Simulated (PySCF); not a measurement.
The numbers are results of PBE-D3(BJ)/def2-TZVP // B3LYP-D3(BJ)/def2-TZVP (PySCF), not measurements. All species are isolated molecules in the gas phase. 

Reference species (SMILES): `F[Si](F)(F)F` (neutral, multiplicity 1).

dipole moment: 0.00 D

Changed species: `[SiH3]F` (whole molecule; the reference has whole molecule).

Question: What does the change do to the dipole moment?

Answer: the dipole moment goes up by 1.21 D, to 1.21 D.
